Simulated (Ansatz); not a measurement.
The same path of C₂HAl (4 atoms, charge 0, multiplicity 1) was run twice with different band settings. Lost on the way: C2–Al3, Al3–H4. Made: C2–H4.

These are results of Ansatz, RKS PBE-D4/def2-SVPD, not measurements.

Relaxed end points:

```xyz
4
Properties=species:S:1:pos:R:3
C 1.042 -0.452 0.885
C -0.158 -0.465 1.354
Al -0.171 0.178 -0.434
H -0.713 0.740 -1.805
```

```xyz
4
Properties=species:S:1:pos:R:3
C 0.250 -0.131 0.274
C -0.538 0.281 -0.588
Al 1.514 -0.790 1.656
H -1.227 0.640 -1.343
```

Common settings: movable images 5; climbing image yes; spring 5.0 eV/Å²; start path through a guess of the saddle point; force threshold 0.03 eV/Å; iteration limit 60; end points relaxed.

| run | optimiser | largest step |
| --- | --- | --- |
| 1 | quadratic models (default) | default |
| 2 | lbfgs | 0.02 Å |

What does each run give, and how far can it be trusted?

Run 1: converged after 13 iterations, highest image 2.552 eV above the first end. Neighbouring images differ by up to 2.9 eV, so the band resolves the path poorly. A vibrational analysis at the climbing image gives one clearly imaginary mode, 1205i cm⁻¹: a first-order saddle point.
Run 2: not converged after 60 iterations, highest image 2.522 eV above the first end. The band didn't meet its force threshold, so its energies are provisional: the largest band force was still 0.68 eV/Å, and over the last iterations the top moved between 2.46 and 2.52 eV.
The orbitals stay closed-shell, which can raise the energy where a bond breaks towards radicals; this wasn't checked here.
